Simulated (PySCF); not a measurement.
2-pyrrolidinone, C4H7NO.
SMILES: `N1C(CCC1)=O`

The closed-shell ground state was solved at several levels (PySCF, density fitting, gas phase, non-relativistic). Isolated species at its PBE0-D3(BJ)/def2-SVP geometry (one conformer only).

| level | basis functions | total energy (Eh) | HOMO (eV) | LUMO (eV) | gap (eV) | dipole (D) |
| --- | --- | --- | --- | --- | --- | --- |
| B3LYP/pcJ-1 | 232 | -286.6482 | -6.81 | 0.67 | 7.48 | 4.09 |
| PBE0/def2-SVPD | 179 | -286.1218 | -7.21 | 0.50 | 7.71 | 4.23 |
| B97-2/pcSseg-2 | 314 | -286.6425 | -6.86 | 0.36 | 7.22 | 4.17 |

Problem. Estimate the row for PBE0/pcSseg-1, a basis of 137 functions; the other rows only guide the guess.

Solution. Total energy -286.2759 Eh, HOMO -7.09 eV, LUMO 0.93 eV, gap 8.02 eV, dipole 4.11 D.

Problem. Over all these levels, which gives the widest orbital gap and which the narrowest?

Solution. PBE0/pcSseg-1 (global hybrid, 25 % exact exchange) has the widest, 8.02 eV, and B97-2/pcSseg-2 (global hybrid, 21 % exact exchange) the narrowest, 7.22 eV. Functional and basis both differ between the two, so the spread mixes both effects.

Problem. How far do the dipole and the HOMO energy spread over the levels?

Solution. The dipole runs from 4.09 to 4.23 D (mean 4.15 D) and the HOMO from -7.21 to -6.81 eV.
